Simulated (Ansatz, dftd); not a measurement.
Reaction: H2O (oxidane, SMILES O) → H2O+ (parent SMILES O, doublet) + e-
Each species at its own B3LYP-D3(BJ)/def2-TZVP minimum (Ansatz, a first-principles code).

Quantity: adiabatic ionisation energy (electronic), in eV. UHF or UKS for unpaired electrons; spin-orbit terms are left out. Correlated methods leave the cores frozen. Rows without X2C or -DK are non-relativistic. CBS(X,Y): correlation extrapolated as X^-3, Hartree-Fock from the larger set (Q,5: extrapolated as (X+1)exp(-9√X)). A bracket is a step between two methods taken in the basis named. Functionals run without relativity, which enters their misses. Double hybrids freeze cores in their MP2 part. '+ core + X2C': CCSD(T) terms for core correlation (cc-pwCVTZ) and scalar relativity (cc-pVTZ-DK). Full CI freezes restricted core orbitals, also for open shells; the composite that ends in it estimates full CI at the basis-set limit.

Compared with CCSD(T)/CBS(cc-pVQZ,cc-pV5Z) + [CCSDT(Q) - CCSD(T)]/cc-pVQZ + [FCI - CCSDT(Q)]/cc-pVDZ + core + X2C (Ansatz): 12.70 eV.

Costs are rough ratios of core time, to one figure, on one kind of shared machine, summed over the single points of the molecules; atoms, geometries and frequencies are left out. The first row took roughly 2 core seconds; short runs hold start-up time.

```csv
level,program,cost relative to the first row,difference (eV)
PBE0-D3(BJ)/def2-TZVPD,Ansatz + dftd3,1,-0.21
CAM-B3LYP/def2-TZVPD,Ansatz,1,-0.03
B2GP-PLYP-D3(BJ)/def2-TZVPD,Ansatz + dftd3,2,-0.14
wB97M-V/def2-TZVPD,Ansatz,2,-0.14
"CCSD(T)/CBS(cc-pVTZ,cc-pVQZ) + core + X2C",Ansatz,40,-0.03
FCI/cc-pVDZ,Ansatz,60,-0.86
CCSDT(Q)/cc-pVQZ,Ansatz,500,-0.13
```

The dearest row costs roughly 500 times the first. Costs within a factor of two don't rank. The table holds for this case alone.
